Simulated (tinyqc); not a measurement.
Worked calculation (part 2 of 3): UHF in the sto-3g basis, for OH-, spin multiplicity 1. The basis has no diffuse functions, so it cannot describe the extra electron: this is an exercise in the method, not the real anion. Computed by tinyqc, a small Python program that keeps every step (integrals from PySCF). Command: `OMP_NUM_THREADS=1 python tinyqc.py 31549 31550 out.jsonl` (the two numbers bound the seeds that draw the settings). One thread of a shared host (Intel(R) Xeon(R) Processor @ 2.60GHz), about 0.09 s of CPU time with the checks.

Geometry (angstrom):
```
atom         x         y         z
O     0.000000  0.000000  0.000000
H     0.000000  0.000000  1.029000
```

## Iteration 3: building the Fock matrix

D(alpha) after iteration 2, order 1O 1s, 1O 2s, 1O 2px, 1O 2py, 1O 2pz, 2H 1s:
$$\begin{pmatrix}
1.058688 & -0.252774 & 0.027204 & 0.018525 & 0.025552 & 0.016255 \\
-0.252774 & 1.116968 & -0.175183 & -0.119289 & -0.120923 & -0.200229 \\
0.027204 & -0.175183 & 0.856887 & -0.097451 & -0.264049 & 0.352369 \\
0.018525 & -0.119289 & -0.097451 & 0.933641 & -0.179802 & 0.239942 \\
0.025552 & -0.120923 & -0.264049 & -0.179802 & 0.629863 & 0.155615 \\
0.016255 & -0.200229 & 0.352369 & 0.239942 & 0.155615 & 0.579515
\end{pmatrix}$$

D(beta) after iteration 2, order 1O 1s, 1O 2s, 1O 2px, 1O 2py, 1O 2pz, 2H 1s:
$$\begin{pmatrix}
1.058688 & -0.252774 & -0.027204 & -0.018525 & 0.025552 & 0.016255 \\
-0.252774 & 1.116968 & 0.175183 & 0.119289 & -0.120923 & -0.200229 \\
-0.027204 & 0.175183 & 0.856887 & -0.097451 & 0.264049 & -0.352369 \\
-0.018525 & 0.119289 & -0.097451 & 0.933641 & 0.179802 & -0.239942 \\
0.025552 & -0.120923 & 0.264049 & 0.179802 & 0.629863 & 0.155615 \\
0.016255 & -0.200229 & -0.352369 & -0.239942 & 0.155615 & 0.579515
\end{pmatrix}$$

core Hamiltonian H = T + V (hartree), order 1O 1s, 1O 2s, 1O 2px, 1O 2py, 1O 2pz, 2H 1s:
$$\begin{pmatrix}
-32.129519 & -7.472819 & 0.000000 & 0.000000 & -0.013433 & -1.448364 \\
-7.472819 & -8.753762 & 0.000000 & 0.000000 & -0.161607 & -3.115153 \\
0.000000 & 0.000000 & -6.925004 & 0.000000 & 0.000000 & 0.000000 \\
0.000000 & 0.000000 & 0.000000 & -6.925004 & 0.000000 & 0.000000 \\
-0.013433 & -0.161607 & 0.000000 & 0.000000 & -7.030807 & -2.247354 \\
-1.448364 & -3.115153 & 0.000000 & 0.000000 & -2.247354 & -4.467877
\end{pmatrix}$$

Two-electron integrals (ij|kl) in chemists' order, unique and non-zero (hartree):
```
(11|11) 4.785065   (21|11) 0.741380   (21|21) 0.136873   (22|11) 1.118947
(22|21) 0.256633   (22|22) 0.817206   (31|31) 0.024477   (32|31) 0.037809
(32|32) 0.180518   (33|11) 1.115814   (33|21) 0.256684   (33|22) 0.817023
(33|33) 0.880159   (41|41) 0.024477   (42|41) 0.037809   (42|42) 0.180518
(43|43) 0.047444   (44|11) 1.115814   (44|21) 0.256684   (44|22) 0.817023
(44|33) 0.785270   (44|44) 0.880159   (51|51) 0.024477   (52|51) 0.037809
(52|52) 0.180518   (53|53) 0.047444   (54|54) 0.047444   (55|11) 1.115814
(55|21) 0.256684   (55|22) 0.817023   (55|33) 0.785270   (55|44) 0.785270
(55|55) 0.880159   (61|11) 0.144496   (61|21) 0.026456   (61|22) 0.049301
(61|33) 0.049205   (61|44) 0.049205   (61|51) 0.001221   (61|52) 0.002289
(61|55) 0.049500   (61|61) 0.005180   (62|11) 0.355989   (62|21) 0.082690
(62|22) 0.292070   (62|33) 0.287072   (62|44) 0.287072   (62|51) 0.006214
(62|52) 0.047720   (62|55) 0.301788   (62|61) 0.016301   (62|62) 0.129876
(63|31) 0.008598   (63|32) 0.050250   (63|53) 0.009882   (63|63) 0.018383
(64|41) 0.008598   (64|42) 0.050250   (64|54) 0.009882   (64|64) 0.018383
(65|11) 0.258280   (65|21) 0.060763   (65|22) 0.229157   (65|33) 0.218789
(65|44) 0.218789   (65|51) 0.012595   (65|52) 0.085644   (65|55) 0.249636
(65|61) 0.012501   (65|62) 0.123782   (65|65) 0.134993   (66|11) 0.499633
(66|21) 0.117941   (66|22) 0.478131   (66|33) 0.458880   (66|44) 0.458880
(66|51) 0.011355   (66|52) 0.120654   (66|55) 0.516034   (66|61) 0.023451
(66|62) 0.269118   (66|65) 0.292762   (66|66) 0.774606
```

nuclear repulsion = 4.11410854 hartree

J_ij = sum D_kl (ij|kl) with D = D(alpha) + D(beta), K_ij = sum D_kl (ik|jl) for each spin; F = H + J - K(s); E = tr D H + tr D J / 2 - 0.5 sum_s tr D(s) K(s) + E_nn.

Coulomb J (hartree), order 1O 1s, 1O 2s, 1O 2px, 1O 2py, 1O 2pz, 2H 1s:
$$\begin{pmatrix}
17.747383 & 3.357256 & 0.000000 & 0.000000 & 0.000318 & 0.649162 \\
3.357256 & 8.356459 & 0.000000 & 0.000000 & 0.071629 & 2.994370 \\
0.000000 & 0.000000 & 8.333506 & -0.018494 & 0.000000 & 0.000000 \\
0.000000 & 0.000000 & -0.018494 & 8.348072 & 0.000000 & 0.000000 \\
0.000318 & 0.071629 & 0.000000 & 0.000000 & 8.364099 & 2.380214 \\
0.649162 & 2.994370 & 0.000000 & 0.000000 & 2.380214 & 5.108922
\end{pmatrix}$$

exchange K(alpha) (hartree), order 1O 1s, 1O 2s, 1O 2px, 1O 2py, 1O 2pz, 2H 1s:
$$\begin{pmatrix}
4.900701 & 0.836173 & -0.000201 & -0.000137 & 0.002027 & 0.169154 \\
0.836173 & 1.340728 & -0.047879 & -0.032603 & -0.035427 & 0.507363 \\
-0.000201 & -0.047879 & 1.030696 & -0.081149 & -0.139301 & 0.050272 \\
-0.000137 & -0.032603 & -0.081149 & 1.094610 & -0.094856 & 0.034232 \\
0.002027 & -0.035427 & -0.139301 & -0.094856 & 0.969801 & 0.404527 \\
0.169154 & 0.507363 & 0.050272 & 0.034232 & 0.404527 & 0.663960
\end{pmatrix}$$

exchange K(beta) (hartree), order 1O 1s, 1O 2s, 1O 2px, 1O 2py, 1O 2pz, 2H 1s:
$$\begin{pmatrix}
4.900701 & 0.836173 & 0.000201 & 0.000137 & 0.002027 & 0.169154 \\
0.836173 & 1.340728 & 0.047879 & 0.032603 & -0.035427 & 0.507363 \\
0.000201 & 0.047879 & 1.030696 & -0.081149 & 0.139301 & -0.050272 \\
0.000137 & 0.032603 & -0.081149 & 1.094610 & 0.094856 & -0.034232 \\
0.002027 & -0.035427 & 0.139301 & 0.094856 & 0.969801 & 0.404527 \\
0.169154 & 0.507363 & -0.050272 & -0.034232 & 0.404527 & 0.663960
\end{pmatrix}$$

F(alpha) (hartree), order 1O 1s, 1O 2s, 1O 2px, 1O 2py, 1O 2pz, 2H 1s:
$$\begin{pmatrix}
-19.282837 & -4.951736 & 0.000201 & 0.000137 & -0.015142 & -0.968356 \\
-4.951736 & -1.738031 & 0.047879 & 0.032603 & -0.054550 & -0.628146 \\
0.000201 & 0.047879 & 0.377806 & 0.062655 & 0.139301 & -0.050272 \\
0.000137 & 0.032603 & 0.062655 & 0.328458 & 0.094856 & -0.034232 \\
-0.015142 & -0.054550 & 0.139301 & 0.094856 & 0.363491 & -0.271667 \\
-0.968356 & -0.628146 & -0.050272 & -0.034232 & -0.271667 & -0.022915
\end{pmatrix}$$

F(beta) (hartree), order 1O 1s, 1O 2s, 1O 2px, 1O 2py, 1O 2pz, 2H 1s:
$$\begin{pmatrix}
-19.282837 & -4.951736 & -0.000201 & -0.000137 & -0.015142 & -0.968356 \\
-4.951736 & -1.738031 & -0.047879 & -0.032603 & -0.054550 & -0.628146 \\
-0.000201 & -0.047879 & 0.377806 & 0.062655 & -0.139301 & 0.050272 \\
-0.000137 & -0.032603 & 0.062655 & 0.328458 & -0.094856 & 0.034232 \\
-0.015142 & -0.054550 & -0.139301 & -0.094856 & 0.363491 & -0.271667 \\
-0.968356 & -0.628146 & 0.050272 & 0.034232 & -0.271667 & -0.022915
\end{pmatrix}$$

total energy of this density = -73.83331920 hartree

This density is a damped mixture and is not idempotent.

## Iteration 3: diagonalisation and new density

X, order 1O 1s, 1O 2s, 1O 2px, 1O 2py, 1O 2pz, 2H 1s:
$$\begin{pmatrix}
0.277781 & 0.767097 & 0.000000 & 0.000000 & 0.594316 & 0.213874 \\
-0.884506 & -0.472741 & 0.000000 & 0.000000 & 0.374229 & 0.450596 \\
0.000000 & 0.000000 & -0.596499 & 0.802614 & 0.000000 & 0.000000 \\
0.000000 & 0.000000 & 0.802614 & 0.596499 & 0.000000 & 0.000000 \\
-0.661136 & 0.564369 & 0.000000 & 0.000000 & -0.586951 & 0.314975 \\
1.047294 & -0.246447 & 0.000000 & 0.000000 & -0.212105 & 0.522667
\end{pmatrix}$$

overlap S, order 1O 1s, 1O 2s, 1O 2px, 1O 2py, 1O 2pz, 2H 1s:
$$\begin{pmatrix}
1.000000 & 0.236704 & 0.000000 & 0.000000 & 0.000000 & 0.045493 \\
0.236704 & 1.000000 & 0.000000 & 0.000000 & 0.000000 & 0.428914 \\
0.000000 & 0.000000 & 1.000000 & 0.000000 & 0.000000 & 0.000000 \\
0.000000 & 0.000000 & 0.000000 & 1.000000 & 0.000000 & 0.000000 \\
0.000000 & 0.000000 & 0.000000 & 0.000000 & 1.000000 & 0.367526 \\
0.045493 & 0.428914 & 0.000000 & 0.000000 & 0.367526 & 1.000000
\end{pmatrix}$$

Diagonalise F' = X^T F X, C = X C', fill 5 alpha and 5 beta electrons from the bottom; D(s) = C_occ C_occ^T; the new density keeps 0.3 of the old one (damping). Each column has its largest component positive (the first on a tie).

F' = X^T F X (alpha) (hartree):
$$\begin{pmatrix}
0.637656 & -1.682267 & 0.009346 & -0.226093 & -1.160907 & -0.551196 \\
-1.682267 & -7.718069 & -0.003424 & 0.082834 & -8.372760 & -4.119239 \\
0.009346 & -0.003424 & 0.286023 & -0.005557 & 0.002651 & -0.001960 \\
-0.226093 & 0.082834 & -0.005557 & 0.420240 & -0.064142 & 0.047407 \\
-1.160907 & -8.372760 & 0.002651 & -0.064142 & -8.822032 & -4.742290 \\
-0.551196 & -4.119239 & -0.001960 & 0.047407 & -4.742290 & -2.778867
\end{pmatrix}$$

orbital energies (alpha) (hartree): MO1 -19.291813, MO2 -0.545455, MO3 0.085498, MO4 0.285793, MO5 0.342284, MO6 1.148644

coefficients C (alpha), order 1O 1s, 1O 2s, 1O 2px, 1O 2py, 1O 2pz, 2H 1s:
$$\begin{pmatrix}
0.994245 & -0.240376 & 0.102329 & 0.000000 & 0.028030 & 0.083620 \\
0.024478 & 0.886828 & -0.515604 & 0.000000 & -0.188917 & -0.510214 \\
-0.000106 & -0.042625 & -0.093745 & -0.562842 & 0.775603 & -0.266542 \\
-0.000072 & -0.029025 & -0.063835 & 0.826565 & 0.528140 & -0.181499 \\
0.002942 & 0.077542 & 0.614920 & 0.000000 & -0.222156 & -0.875119 \\
-0.006074 & 0.239522 & 0.588625 & 0.000000 & 0.410877 & 0.950274
\end{pmatrix}$$

F' = X^T F X (beta) (hartree):
$$\begin{pmatrix}
0.637656 & -1.682267 & -0.009346 & 0.226093 & -1.160907 & -0.551196 \\
-1.682267 & -7.718069 & 0.003424 & -0.082834 & -8.372760 & -4.119239 \\
-0.009346 & 0.003424 & 0.286023 & -0.005557 & -0.002651 & 0.001960 \\
0.226093 & -0.082834 & -0.005557 & 0.420240 & 0.064142 & -0.047407 \\
-1.160907 & -8.372760 & -0.002651 & 0.064142 & -8.822032 & -4.742290 \\
-0.551196 & -4.119239 & 0.001960 & -0.047407 & -4.742290 & -2.778867
\end{pmatrix}$$

orbital energies (beta) (hartree): MO1 -19.291813, MO2 -0.545455, MO3 0.085498, MO4 0.285793, MO5 0.342284, MO6 1.148644

coefficients C (beta), order 1O 1s, 1O 2s, 1O 2px, 1O 2py, 1O 2pz, 2H 1s:
$$\begin{pmatrix}
0.994245 & -0.240376 & 0.102329 & 0.000000 & -0.028030 & 0.083620 \\
0.024478 & 0.886828 & -0.515604 & 0.000000 & 0.188917 & -0.510214 \\
0.000106 & 0.042625 & 0.093745 & -0.562842 & 0.775603 & 0.266542 \\
0.000072 & 0.029025 & 0.063835 & 0.826565 & 0.528140 & 0.181499 \\
0.002942 & 0.077542 & 0.614920 & 0.000000 & 0.222156 & -0.875119 \\
-0.006074 & 0.239522 & 0.588625 & 0.000000 & -0.410877 & 0.950274
\end{pmatrix}$$

D(alpha) after iteration 3, order 1O 1s, 1O 2s, 1O 2px, 1O 2py, 1O 2pz, 2H 1s:
$$\begin{pmatrix}
1.057900 & -0.248656 & 0.023763 & 0.016181 & 0.036354 & 0.010571 \\
-0.248656 & 1.097110 & -0.147750 & -0.100609 & -0.180651 & -0.178265 \\
0.023763 & -0.147750 & 0.907335 & -0.063099 & -0.242494 & 0.283012 \\
0.016181 & -0.100609 & -0.063099 & 0.957033 & -0.165124 & 0.192715 \\
0.036354 & -0.180651 & -0.242494 & -0.165124 & 0.492410 & 0.249148 \\
0.010571 & -0.178265 & 0.283012 & 0.192715 & 0.249148 & 0.574750
\end{pmatrix}$$

D(beta) after iteration 3, order 1O 1s, 1O 2s, 1O 2px, 1O 2py, 1O 2pz, 2H 1s:
$$\begin{pmatrix}
1.057900 & -0.248656 & -0.023763 & -0.016181 & 0.036354 & 0.010571 \\
-0.248656 & 1.097110 & 0.147750 & 0.100609 & -0.180651 & -0.178265 \\
-0.023763 & 0.147750 & 0.907335 & -0.063099 & 0.242494 & -0.283012 \\
-0.016181 & 0.100609 & -0.063099 & 0.957033 & 0.165124 & -0.192715 \\
0.036354 & -0.180651 & 0.242494 & 0.165124 & 0.492410 & 0.249148 \\
0.010571 & -0.178265 & -0.283012 & -0.192715 & 0.249148 & 0.574750
\end{pmatrix}$$

## Iteration 4: building the Fock matrix

As before.

Coulomb J (hartree), order 1O 1s, 1O 2s, 1O 2px, 1O 2py, 1O 2pz, 2H 1s:
$$\begin{pmatrix}
17.685506 & 3.343764 & 0.000000 & 0.000000 & -0.002535 & 0.646345 \\
3.343764 & 8.328235 & 0.000000 & 0.000000 & 0.065168 & 2.986655 \\
0.000000 & 0.000000 & 8.314776 & -0.011975 & 0.000000 & 0.000000 \\
0.000000 & 0.000000 & -0.011975 & 8.324208 & 0.000000 & 0.000000 \\
-0.002535 & 0.065168 & 0.000000 & 0.000000 & 8.321992 & 2.373780 \\
0.646345 & 2.986655 & 0.000000 & 0.000000 & 2.373780 & 5.113919
\end{pmatrix}$$

exchange K(alpha) (hartree), order 1O 1s, 1O 2s, 1O 2px, 1O 2py, 1O 2pz, 2H 1s:
$$\begin{pmatrix}
4.898482 & 0.834701 & -0.000056 & -0.000038 & 0.002413 & 0.168878 \\
0.834701 & 1.335220 & -0.044923 & -0.030590 & -0.050478 & 0.512339 \\
-0.000056 & -0.044923 & 1.070264 & -0.052544 & -0.137211 & 0.031154 \\
-0.000038 & -0.030590 & -0.052544 & 1.111648 & -0.093433 & 0.021214 \\
0.002413 & -0.050478 & -0.137211 & -0.093433 & 0.898705 & 0.412292 \\
0.168878 & 0.512339 & 0.031154 & 0.021214 & 0.412292 & 0.692428
\end{pmatrix}$$

exchange K(beta) (hartree), order 1O 1s, 1O 2s, 1O 2px, 1O 2py, 1O 2pz, 2H 1s:
$$\begin{pmatrix}
4.898482 & 0.834701 & 0.000056 & 0.000038 & 0.002413 & 0.168878 \\
0.834701 & 1.335220 & 0.044923 & 0.030590 & -0.050478 & 0.512339 \\
0.000056 & 0.044923 & 1.070264 & -0.052544 & 0.137211 & -0.031154 \\
0.000038 & 0.030590 & -0.052544 & 1.111648 & 0.093433 & -0.021214 \\
0.002413 & -0.050478 & 0.137211 & 0.093433 & 0.898705 & 0.412292 \\
0.168878 & 0.512339 & -0.031154 & -0.021214 & 0.412292 & 0.692428
\end{pmatrix}$$

F(alpha) (hartree), order 1O 1s, 1O 2s, 1O 2px, 1O 2py, 1O 2pz, 2H 1s:
$$\begin{pmatrix}
-19.342495 & -4.963756 & 0.000056 & 0.000038 & -0.018381 & -0.970897 \\
-4.963756 & -1.760747 & 0.044923 & 0.030590 & -0.045960 & -0.640837 \\
0.000056 & 0.044923 & 0.319508 & 0.040569 & 0.137211 & -0.031154 \\
0.000038 & 0.030590 & 0.040569 & 0.287555 & 0.093433 & -0.021214 \\
-0.018381 & -0.045960 & 0.137211 & 0.093433 & 0.392480 & -0.285866 \\
-0.970897 & -0.640837 & -0.031154 & -0.021214 & -0.285866 & -0.046386
\end{pmatrix}$$

F(beta) (hartree), order 1O 1s, 1O 2s, 1O 2px, 1O 2py, 1O 2pz, 2H 1s:
$$\begin{pmatrix}
-19.342495 & -4.963756 & -0.000056 & -0.000038 & -0.018381 & -0.970897 \\
-4.963756 & -1.760747 & -0.044923 & -0.030590 & -0.045960 & -0.640837 \\
-0.000056 & -0.044923 & 0.319508 & 0.040569 & -0.137211 & 0.031154 \\
-0.000038 & -0.030590 & 0.040569 & 0.287555 & -0.093433 & 0.021214 \\
-0.018381 & -0.045960 & -0.137211 & -0.093433 & 0.392480 & -0.285866 \\
-0.970897 & -0.640837 & 0.031154 & 0.021214 & -0.285866 & -0.046386
\end{pmatrix}$$

total energy of this density = -73.94722568 hartree

This density is a damped mixture and is not idempotent.

## Iteration 4: diagonalisation and new density

As before.

F' = X^T F X (alpha) (hartree):
$$\begin{pmatrix}
0.661048 & -1.709027 & 0.008147 & -0.197109 & -1.139620 & -0.569417 \\
-1.709027 & -7.747160 & -0.003194 & 0.077268 & -8.401944 & -4.118645 \\
0.008147 & -0.003194 & 0.260079 & -0.003598 & 0.002852 & -0.002358 \\
-0.197109 & 0.077268 & -0.003598 & 0.346984 & -0.069003 & 0.057042 \\
-1.139620 & -8.401944 & 0.002852 & -0.069003 & -8.845094 & -4.758740 \\
-0.569417 & -4.118645 & -0.002358 & 0.057042 & -4.758740 & -2.801279
\end{pmatrix}$$

orbital energies (alpha) (hartree): MO1 -19.351370, MO2 -0.567721, MO3 0.068431, MO4 0.259930, MO5 0.297279, MO6 1.168029

coefficients C (alpha), order 1O 1s, 1O 2s, 1O 2px, 1O 2py, 1O 2pz, 2H 1s:
$$\begin{pmatrix}
0.994288 & -0.239959 & 0.102330 & 0.000000 & 0.028155 & 0.084271 \\
0.024313 & 0.884633 & -0.518275 & 0.000000 & -0.184731 & -0.512853 \\
-0.000089 & -0.045109 & -0.142946 & -0.562842 & 0.783730 & -0.215658 \\
-0.000061 & -0.030716 & -0.097338 & 0.826565 & 0.533674 & -0.146851 \\
0.003083 & 0.066901 & 0.596057 & 0.000000 & -0.136741 & -0.906017 \\
-0.006073 & 0.245187 & 0.599271 & 0.000000 & 0.385587 & 0.952771
\end{pmatrix}$$

F' = X^T F X (beta) (hartree):
$$\begin{pmatrix}
0.661048 & -1.709027 & -0.008147 & 0.197109 & -1.139620 & -0.569417 \\
-1.709027 & -7.747160 & 0.003194 & -0.077268 & -8.401944 & -4.118645 \\
-0.008147 & 0.003194 & 0.260079 & -0.003598 & -0.002852 & 0.002358 \\
0.197109 & -0.077268 & -0.003598 & 0.346984 & 0.069003 & -0.057042 \\
-1.139620 & -8.401944 & -0.002852 & 0.069003 & -8.845094 & -4.758740 \\
-0.569417 & -4.118645 & 0.002358 & -0.057042 & -4.758740 & -2.801279
\end{pmatrix}$$

orbital energies (beta) (hartree): MO1 -19.351370, MO2 -0.567721, MO3 0.068431, MO4 0.259930, MO5 0.297279, MO6 1.168029

coefficients C (beta), order 1O 1s, 1O 2s, 1O 2px, 1O 2py, 1O 2pz, 2H 1s:
$$\begin{pmatrix}
0.994288 & -0.239959 & 0.102330 & 0.000000 & -0.028155 & 0.084271 \\
0.024313 & 0.884633 & -0.518275 & 0.000000 & 0.184731 & -0.512853 \\
0.000089 & 0.045109 & 0.142946 & -0.562842 & 0.783730 & 0.215658 \\
0.000061 & 0.030716 & 0.097338 & 0.826565 & 0.533674 & 0.146851 \\
0.003083 & 0.066901 & 0.596057 & 0.000000 & 0.136741 & -0.906017 \\
-0.006073 & 0.245187 & 0.599271 & 0.000000 & -0.385587 & 0.952771
\end{pmatrix}$$

D(alpha) after iteration 4, order 1O 1s, 1O 2s, 1O 2px, 1O 2py, 1O 2pz, 2H 1s:
$$\begin{pmatrix}
1.057587 & -0.247033 & 0.019850 & 0.013517 & 0.041816 & 0.008286 \\
-0.247033 & 1.089264 & -0.121746 & -0.082902 & -0.211277 & -0.169025 \\
0.019850 & -0.121746 & 0.939645 & -0.041098 & -0.209521 & 0.228735 \\
0.013517 & -0.082902 & -0.041098 & 0.972014 & -0.142672 & 0.155755 \\
0.041816 & -0.211277 & -0.209521 & -0.142672 & 0.412650 & 0.299345 \\
0.008286 & -0.169025 & 0.228735 & 0.155755 & 0.299345 & 0.569994
\end{pmatrix}$$

D(beta) after iteration 4, order 1O 1s, 1O 2s, 1O 2px, 1O 2py, 1O 2pz, 2H 1s:
$$\begin{pmatrix}
1.057587 & -0.247033 & -0.019850 & -0.013517 & 0.041816 & 0.008286 \\
-0.247033 & 1.089264 & 0.121746 & 0.082902 & -0.211277 & -0.169025 \\
-0.019850 & 0.121746 & 0.939645 & -0.041098 & 0.209521 & -0.228735 \\
-0.013517 & 0.082902 & -0.041098 & 0.972014 & 0.142672 & -0.155755 \\
0.041816 & -0.211277 & 0.209521 & 0.142672 & 0.412650 & 0.299345 \\
0.008286 & -0.169025 & -0.228735 & -0.155755 & 0.299345 & 0.569994
\end{pmatrix}$$
